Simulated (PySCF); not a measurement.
Molecule: `OC1CC1`, C$_{3}$H$_{6}$O.

Mapped SMILES: `[OH:1][CH:2]1[CH2:3][CH2:4]1`. Hydrogens are named by the atom that carries them. Ha(C3), Ha(C4) are cis to O1 on the ring; Hb(C3), Hb(C4) are trans to O1 on the ring.

Spin–spin couplings on one PBE0-D3(BJ)/def2-SVP geometry, PySCF 2.14, gas phase, non-relativistic, equivalent pairs averaged (without the spin–dipole term); isotopes 1H; functional B3LYP.

Reference values (Hz): 3J(H(C2),Hb(C3)) = 6.2 (measured; solution (compiled); Pretsch, Buehlmann, Badertscher, Structure Determination of Organic Compounds, 4th ed., Springer 2009); 3J(H(C2),Ha(C3)) = 2.9 (measured; solution (compiled); Pretsch, Buehlmann, Badertscher, Structure Determination of Organic Compounds, 4th ed., Springer 2009); 2J(Hb(C3),Ha(C3)) = -5.4 (measured; solution (compiled); Pretsch, Buehlmann, Badertscher, Structure Determination of Organic Compounds, 4th ed., Springer 2009).

Q: How do the couplings (Hz) change with the basis set? Times are CPU seconds on shared hosts with different chips, so compare them loosely. Far from the basis limit: 6-31G*, pcJ-0, 6-31G-J, def2-TZVP, cc-pVTZ.

A: 
```tsv
basis set	functions	3J(H(C2),Hb(C3))	3J(H(C2),Ha(C3))	2J(Hb(C3),Ha(C3))	mean abs. error	core-s
6-31G*	68	5.8	1.3	-7.8	1.5	1.9
pcJ-0	70	5.8	2.4	-6.4	0.6	2.1
6-31G-J	72	7.1	2.0	-8.9	1.8	2.3
def2-TZVP	160	5.6	2.1	-4.5	0.8	5.6
pcJ-1	168	6.8	3.1	-5.7	0.4	9.7
cc-pVTZ	204	5.7	2.3	-4.5	0.7	7.6
aug-cc-pVTZ-J	304	7.2	3.1	-5.9	0.6	17
```

Errors compare magnitudes, without vibrational corrections, and the largest couplings weigh most in the mean. Closest: pcJ-1 and aug-cc-pVTZ-J, practically level; furthest: 6-31G-J.

The Fermi-contact term samples the wavefunction at the nucleus, which is why sets with added tight s functions (names with J) are made for couplings. Agreement of an ordinary basis with the reference is then largely a cancellation of errors.
